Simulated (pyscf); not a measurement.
Single points on ωB97X-D3(BJ)/def2-SVP structures (PySCF, gas phase). MP2 and CC: frozen core, UHF for open shells. ΔMP2 is the change of the MP2 total energy from the triple- to the quadruple-zeta basis.

Task: Estimate by transition-state theory (the high-pressure limit) the rate constant of `[NH2][B]([OH])[OH]` -> `[O]=[B][OH]` + `[NH3]` (singlet surface; B–N, H–O broken, H–N formed) at 900 K, with CCSD(T)/def2-TZVPP + ΔMP2(QZVPP) energies (ideal gas, 1 atm, RRHO with modes under 100 cm⁻¹ raised to 100, one conformer, R ln 2 for chiral ones without a mode under 150 cm⁻¹; no tunnelling).

Result: The electronic barrier is 52.2 kcal/mol and the thermal terms add -0.6, so ΔG‡ = 51.6 kcal/mol. With k_BT/h = 1.88e+13 s⁻¹ and RT = 1.788 kcal/mol, k = 5.5e+00 s⁻¹, a half-life of 1.3e-01 s through this channel alone. Wigner's tunnelling factor for 1477i cm⁻¹ would be 1.23. A shift of 1 kcal/mol in the barrier changes k by a factor 1.7. On the reactant side the descent ends in a point that may be a rotor saddle (no frequency run), 3.3 kcal/mol over the lowest minimum found and 48.3 kcal/mol under the saddle at ωB97X-D3(BJ)/def2-TZVP. On the product side the descent ends in an adduct with a B–N contact, 8.5 kcal/mol under the separated species and 13.4 kcal/mol under the saddle at ωB97X-D3(BJ)/def2-TZVP. What is counted as broken (B–N) persists as a longer contact in the product adduct; parting that adduct is a step of its own. One saddle was located; it need not be the lowest between these sides. The CCSD(T) − MP2 part came from Ansatz, without density fitting, on the same reference.
